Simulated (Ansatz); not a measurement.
**Low triplet and quintet states of CH2 by full CI**

```xyz
3

C     0.0000   -0.0596    0.0000
H     0.0000    0.3549   -0.9962
H     0.0000    0.3549    0.9962
```

Basis cc-pVDZ; Ansatz 0.2.0. Correlated methods freeze the noble-gas cores, which leaves 6 electrons in 23 orbitals.

From the orbital picture of this species, estimate the order, symmetries and energies of the lowest 4 triplet and 2 quintet states at this geometry (other spins aside; irreps A1, B1, B2, A2 in the program's axes; members of a degenerate level count singly).

Full CI in cc-pVDZ gives:
```csv
2S+1,irrep,energy above the lowest listed (eV)
3,B1,0.000
3,A1,7.434
3,A2,7.614
3,B2,8.206
5,A2,11.498
5,B1,13.222
```

21 s on 1 thread of Arm Neoverse V1, shared host.
